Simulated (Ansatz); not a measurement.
The input, for Ansatz 0.2.0:

```yaml
crystal:
  periodic: [false, false, false]
  atoms:
    - {symbol: N, position_ang: [-1.075939, -0.018366, -0.028586]}
    - {symbol: H, position_ang: [-1.373219, 0.949467, -0.028586]}
    - {symbol: H, position_ang: [-1.373218, -0.420665, 0.851673]}
    - {symbol: H, position_ang: [0.021061, -0.018366, -0.028587]}
    - {symbol: N, position_ang: [1.272061, -0.018365, -0.028587]}
basis:
  gaussian: {orbitals: cc-pVDZ}
magnetization: {spin_polarized: true, initial_magnetization: 3}
hamiltonian: {xc: {name: B3LYP}}
correlation: {method: ccsd, electrons: outside_noble_gas}
scf: {omitted_lower_state_checks: [cluster_reference]}
output: {forces: true}
```

```sh
$ ansatz run in.yaml --threads 1 --pin off --events-out ev --progress --plain --max-ram 2393MiB
```

**Question.** Roughly how long does this take on 1 thread of Arm Neoverse V2, shared host, and how much host memory?

**Answer.** 4.2 s wall and 0.16 GiB.

```
these checks for a lower state are left out or cut short: cluster_reference
402 factors; integrals over basis functions are off by at most 1.3e-3 eV
mean field evaluation 1: about -3018.4536 eV, gradient 3.5e1 eV
mean field evaluation 2: about -3018.5448 eV, gradient 3.5e1 eV
mean field evaluation 4: about -3022.2639 eV, gradient 1.5e1 eV
mean field evaluation 8: about -3023.5442 eV, gradient 5.0e-1 eV
mean field evaluation 16: about -3023.5481 eV, gradient 2.3e-4 eV
mean field evaluation 32: about -3001.7370 eV, gradient 4.0e1 eV
mean field -3023.54809663 eV, -111.1133431165 hartree, gradient 2.8e-6 eV, S^2 3.757349; 0 other end points of the search recorded, 0 dependent functions left out
2 core orbitals not correlated: weight in the atoms' cores, before any rotation towards them, 1.000 or more for the frozen orbitals, at most 0.000 for the correlated occupied ones
reference -3006.96123902 eV, -110.5037873425 hartree; 8, 5 occupied and 33, 36 virtual orbitals, 402 factors
second order -7.84853031 eV of doubles, -0.29456168 eV of singles
cycle   1  -8.44796352 eV  change   -3.1e-1 eV  update   6.1e-2
cycle   2  -8.63819623 eV  change   -1.9e-1 eV  update   2.7e-2
cycle   3  -8.72270086 eV  change   -8.5e-2 eV  update   1.1e-2
cycle   4  -8.73084903 eV  change   -8.1e-3 eV  update   6.7e-3
cycle   5  -8.73191907 eV  change   -1.1e-3 eV  update   3.8e-3
cycle   6  -8.73240769 eV  change   -4.9e-4 eV  update   1.5e-3
cycle   7  -8.73296434 eV  change   -5.6e-4 eV  update   5.5e-4
cycle   8  -8.73290889 eV  change    5.5e-5 eV  update   2.2e-4
cycle   9  -8.73290873 eV  change    1.6e-7 eV  update   1.1e-4
cycle  10  -8.73287563 eV  change    3.3e-5 eV  update   5.4e-5
cycle  11  -8.73289140 eV  change   -1.6e-5 eV  update   2.4e-5
cycle  12  -8.73287726 eV  change    1.4e-5 eV  update   9.6e-6
cycle  13  -8.73287550 eV  change    1.8e-6 eV  update   3.5e-6
cycle  14  -8.73287312 eV  change    2.4e-6 eV  update   1.3e-6
the calculation of the forces begins
Total energy: -3015.69411215 eV, -110.8247145105 hartree
Atom 0 at    -1.075939    -0.018366    -0.028586 Å, force    -0.370283    -0.608376    -0.946943 eV/Å
Atom 1 at    -1.373219     0.949467    -0.028586 Å, force    -0.026817     0.581919     0.192385 eV/Å
Atom 2 at    -1.373218    -0.420665     0.851673 Å, force    -0.026817    -0.066909     0.609233 eV/Å
Atom 3 at     0.021061    -0.018366    -0.028587 Å, force    -3.319963     0.064975     0.101137 eV/Å
Atom 4 at     1.272061    -0.018365    -0.028587 Å, force     3.743881     0.028391     0.044187 eV/Å
Dipole moment:     0.057898     0.168317     0.261986 e Å
Checks for a lower state left out: cluster_reference
```

Forces (eV/Å):
```
N   -0.370 -0.608 -0.947
H   -0.027  0.582  0.192
H   -0.027 -0.067  0.609
H   -3.320  0.065  0.101
N    3.744  0.028  0.044
```
